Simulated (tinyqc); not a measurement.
Inside a calculation. Method: Hueckel theory of the pi electrons, for the molecule C=NC=CC=O (SMILES; centres numbered as the heavy atoms are written). One step of it, computed by the program tinyqc.

Task: Orbitals. Diagonalise; E = alpha + x beta with beta < 0, so the largest x are filled first; degenerate levels share their electrons. P = sum n_i c_ri c_si; each orbital has its largest coefficient positive (the first on a tie).

Hueckel matrix in units of beta (H = alpha + beta A), lower triangle:
```
          1C        2N        3C        4C        5C        6O
1C  0.000000
2N  1.000000  0.500000
3C  0.000000  1.000000  0.000000
4C  0.000000  0.000000  1.000000  0.000000
5C  0.000000  0.000000  0.000000  1.000000  0.000000
6O  0.000000  0.000000  0.000000  0.000000  1.000000  1.000000
```

pi electrons, sum of z_r less the charge = 6

Give: x values; occupations; coefficients; charge and bond-order matrix P.

Result:

x values: 2.000  1.655  0.770  -0.232  -1.000  -1.693

occupations: 2.000  2.000  2.000  0.000  0.000  0.000

coefficients:
```
      MO1     MO2     MO3     MO4     MO5     MO6
1C  0.218  -0.333  -0.424   0.596   0.516  -0.200
2N  0.436  -0.551  -0.326  -0.138  -0.516   0.338
3C  0.436  -0.303   0.336  -0.495   0.258  -0.541
4C  0.436   0.049   0.585   0.253   0.258   0.578
5C  0.436   0.384   0.114   0.436  -0.516  -0.438
6O  0.436   0.587  -0.497  -0.354   0.258   0.163
```

charge and bond-order matrix P, lower triangle:
```
        1C      2N      3C      4C     5C     6O
1C   0.676
2N   0.833   1.200
3C   0.108   0.496   0.790
4C  -0.338  -0.054   0.744   1.069
5C  -0.162  -0.117   0.225   0.552  0.702
6O   0.221   0.059  -0.308  -0.142  0.718  1.563
```
